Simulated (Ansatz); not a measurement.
Input file:

```yaml
crystal:
  periodic: [false, false, false]
  atoms:
    - {symbol: Al, position_ang: [0.084376, 0.005225, 0.105804]}
    - {symbol: C, position_ang: [-0.080498, 0.013599, -1.806132]}
    - {symbol: H, position_ang: [-0.003878, -0.018825, 1.700328]}
basis:
  gaussian: {orbitals: 6-31G}
correlation: {method: fci, electrons: outside_noble_gas}
```

```sh
$ ansatz run in.yaml --threads 1 --pin off --events-out ev --progress --plain --max-ram 2393MiB
```

Log:

```
501 factors; integrals over basis functions are off by at most 1.5e-7 eV
mean field evaluation 1: about -7620.2055 eV, gradient 1.1e1 eV
mean field evaluation 2: about -7620.2067 eV, gradient 1.1e1 eV
mean field evaluation 4: about -7620.8419 eV, gradient 1.8e0 eV
mean field evaluation 8: about -7620.8850 eV, gradient 8.9e-2 eV
mean field evaluation 16: about -7620.8861 eV, gradient 7.8e-2 eV
mean field evaluation 32: about -7620.8956 eV, gradient 9.4e-5 eV
mean field evaluation 64: about -7620.8845 eV, gradient 2.0e-1 eV
mean field evaluation 96: about -7620.8905 eV, gradient 6.1e-1 eV
mean field evaluation 128: about -7620.8852 eV, gradient 2.4e-6 eV
mean field -7620.89559298 eV, -280.0627474136 hartree, gradient 4.4e-9 eV, S^2 0.000000; 9 other end points of the search recorded, 0 dependent functions left out; unrestricted orbitals would lower it
determinant -7620.89559298 eV, -280.0627474136 hartree, with singles and doubles -7624.70928534 eV, -280.2028980225 hartree
determinant -7620.88520930 eV, -280.0623658201 hartree, with singles and doubles -7624.70653376 eV, -280.2027969039 hartree
determinant -7620.89559298 eV, -280.0627474136 hartree, with singles and doubles -7624.71136546 eV, -280.2029744655 hartree
determinant -7620.88520930 eV, -280.0623658201 hartree, with singles and doubles -7624.70915017 eV, -280.2028930553 hartree
unrestricted determinant -7621.95333319 eV, -280.1016186494 hartree, S^2 1.3334
6 core orbitals not correlated: weight in the atoms' cores, before any rotation towards them, 1.000 or more for the frozen orbitals, at most 0.000 for the correlated occupied ones
reference -7620.89559298 eV, -280.0627474136 hartree; 4, 4 occupied and 14, 14 virtual orbitals, 501 factors
state -7625.00837605 eV, -280.2138894036 hartree
Total energy: -7625.00837605 eV, -280.2138894036 hartree
```

Natural occupations: 1.9626 1.9551 1.8993 0.9580 0.9365 0.0958 0.0748 0.0683 0.0178 0.0102 0.0042 0.0041 0.0040 0.0033 0.0019 0.0018 0.0017 0.0003.

Ran on 1 thread of Intel Xeon Platinum 8488C, shared host: 41 s wall, 0.55 GiB peak host memory.
